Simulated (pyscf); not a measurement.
Structures and frequencies: ωB97X-D3(BJ)/def2-SVP in PySCF.

Estimate by transition-state theory (the high-pressure limit) the rate constant of HO–Mo(F)(F)(F)(F)–SH → F–Mo(F)(F)(F)=S + H₂O (singlet surface; H–S, Mo–O broken, H–O formed) at 900 K, with ωB97M-D3(BJ)/def2-TZVP energies (ideal gas, 1 atm, RRHO with modes under 100 cm⁻¹ raised to 100, one conformer, R ln 2 for rigid chiral ones; no tunnelling).

The electronic barrier is 17.7 kcal/mol and the thermal terms add +2.3, so ΔG‡ = 20.0 kcal/mol. With k_BT/h = 1.88e+13 s⁻¹ and RT = 1.788 kcal/mol, k = 2.6e+08 s⁻¹, a half-life of 2.6e-09 s through this channel alone. Wigner's tunnelling factor for 1381i cm⁻¹ would be 1.20. A shift of 1 kcal/mol in the barrier changes k by a factor 1.7. On the product side the descent ends in an adduct with a Mo–O contact, 1.2 kcal/mol under the separated species and 31.5 kcal/mol under the saddle at ωB97X-D3(BJ)/def2-TZVP. What is counted as broken (Mo–O) persists as a longer contact in the product adduct; parting that adduct is a step of its own. This is the saddle that the search found; another between the same sides may lie lower. Elements past Kr carry the def2 core potentials, without spin-orbit coupling.
